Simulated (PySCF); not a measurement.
Compound: C3H4NO (doublet state).
Geometry (GFN2-xTB, Å), atoms numbered from 1 in this order:
```xyz
9
C3H4NO angstrom
N      2.1442    0.5556   -0.1095
C      1.2734   -0.2907   -0.1009
C     -0.0755   -0.5604    0.3509
C     -1.2199   -0.0746   -0.4343
O     -0.8937    0.5151    0.7870
H      2.1501    1.4721    0.3424
H     -0.1934   -1.4867    0.9065
H     -2.1344   -0.6574   -0.4528
H     -1.0374    0.5330   -1.3145
```

The hyperfine couplings belong to this conformer and change with its torsions.

Identity: `[H]/N=[C]\[C@@H]1CO1` [radical].

Computed, not measured: PySCF 2.14.0, UKS B3LYP, pcH-1 on C H N O, non-relativistic, mean-field spin-orbit, GIAO. Isolated species at its GFN2-xTB geometry (one conformer only). Couplings are sensitive to structure, and on GFN2-xTB geometries they can be far from those on DFT ones. The SCF solution wasn't tested for stability.

Q: The isotropic 13C couplings are +378.7, +155.6 MHz. Assign them to C2; C3.

A: 
```tsv
site	a_iso (MHz)	ρ(0) (bohr⁻³)	position	distance from C2 (Å)	spin population	largest |T| (MHz)
C2	+378.7	+0.3368	largest spin population	0.00	+0.66	101.6
C3	+155.6	+0.1384	1 bond from C2	1.45	+0.02	14.6
```

ρ(0) is the spin density at the nucleus and T the dipolar tensor. Largest spin populations (Mulliken): C2 (+0.66), N1 (+0.15), H6 (+0.11) and O5 (+0.07).

β density exceeds α density at some nuclei, such as H7 (-0.0011), spin density in bohr⁻³. In a single determinant that takes different orbitals for the two spins, that is spin polarisation.
